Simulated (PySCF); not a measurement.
C6H6.
SMILES with atom numbers: `[cH:1]1[cH:2][cH:3][cH:4][cH:5][cH:6]1` (hydrogens: H7 on C1; H8 on C2; H9 on C3; H10 on C4; H11 on C5; H12 on C6)

Method: PySCF 2.14.0, PBE0/def2-SVP geometry optimisation, gas phase; density fitting, grid level 1; the optimiser is geomeTRIC in internal coordinates, started from a GFN2-xTB structure.

Step 0: E = -6307.6233 eV
```
atom  x, y, z in Å  |  force x, y, z in eV/Å
C1      0.9553    1.0021   -0.0208    0.063   0.061   0.004
C2      1.3456   -0.3263   -0.0146    0.088  -0.026  -0.004
C3      0.3904   -1.3285    0.0033    0.028  -0.083   0.003
C4     -0.9551   -1.0023    0.0158   -0.062  -0.060  -0.002
C5     -1.3455    0.3262    0.0101   -0.085   0.026   0.004
C6     -0.3903    1.3283   -0.0076   -0.028   0.085  -0.004
H7      1.7008    1.7840   -0.0353    0.320   0.338  -0.005
H8      2.3956   -0.5808   -0.0238    0.454  -0.110  -0.005
H9      0.6952   -2.3652    0.0082    0.130  -0.446   0.001
H10    -1.7006   -1.7843    0.0298   -0.322  -0.338   0.006
H11    -2.3954    0.5812    0.0202   -0.453   0.108   0.004
H12    -0.6946    2.3650   -0.0113   -0.133   0.448  -0.003
```

**Question.** Estimate the geometry and energy of step 1. (The exact step hangs on the optimiser's Hessian estimate; all steps are aligned on step 0, rigid shifts and turns removed.)

**Answer.** E = -6307.6574 eV, largest force 0.074 eV/Å
```
atom  x, y, z in Å  |  force x, y, z in eV/Å
C1      0.9618    1.0088   -0.0204    0.051   0.053  -0.002
C2      1.3550   -0.3287   -0.0148    0.070  -0.017   0.000
C3      0.3932   -1.3376    0.0035    0.020  -0.070   0.000
C4     -0.9616   -1.0089    0.0160   -0.050  -0.053   0.002
C5     -1.3548    0.3286    0.0104   -0.070   0.017   0.000
C6     -0.3930    1.3375   -0.0079   -0.021   0.070   0.001
H7      1.7164    1.8006   -0.0348   -0.020  -0.022   0.001
H8      2.4180   -0.5863   -0.0246   -0.029   0.007   0.000
H9      0.7013   -2.3871    0.0080   -0.009   0.028   0.000
H10    -1.7162   -1.8007    0.0305    0.020   0.022  -0.001
H11    -2.4178    0.5862    0.0203    0.029  -0.007   0.000
H12    -0.7011    2.3870   -0.0123    0.009  -0.028   0.000
```

The energy changes by -0.0341 eV. The first-order estimate −F·Δx gives -0.0691 eV and the mean of the old and new forces, exact on a quadratic surface, -0.0346 eV. The step makes an angle of 12° with the force vector and moves no atom by more than 0.023 Å.

What follows is the cost of the whole optimisation. On one thread of an Arm Neoverse V1, shared host, this took 9.3 s and 0.50 GiB of memory at its peak.
